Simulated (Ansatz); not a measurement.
C3H6N2O can be A, `C=NC(=N)OC`, or B, `N/C=N\CC=O`.

Program: Ansatz. Geometries: PBE0-D4/def2-TZVP. ΔE: electronic, gas phase. CCSD(T)/CBS adds triple-zeta CCSD(T) − MP2 to the extrapolated MP2 energy (def2 sets, frozen cores). Functionals use def2-TZVPP. B3LYP here is the variant with VWN-RPA as its local correlation; programs differ in this. One conformer a species, not always the lowest.

Q: Which isomer does CCSD(T)/CBS put lower? Give the gap. (An estimate is asked.)

A: The calculation gave: B, by 40.7 kJ/mol.

Q: Give E(B) − E(A) in kJ/mol with B3LYP-D4, ωB97M-V, CCSD(T)/def2-TZVPP, B2PLYP, PBE-D4, CCSD/def2-TZVPP, MP2/def2-TZVPP. (Estimate.)

A: Computed: B3LYP-D4 -41.9, ωB97M-V -41.2, CCSD(T)/def2-TZVPP -37.4, B2PLYP -41.6, PBE-D4 -49.1, CCSD/def2-TZVPP -36.5, MP2/def2-TZVPP -46.3. None reverses the order clearly.

Largest T1 diagnostic: 0.015.

In def2-TZVPP, CCSD(T) changes the Hartree–Fock value by −9.6 kJ/mol (the triples alone add −0.9 kJ/mol) and MP2 by −18.5 kJ/mol.
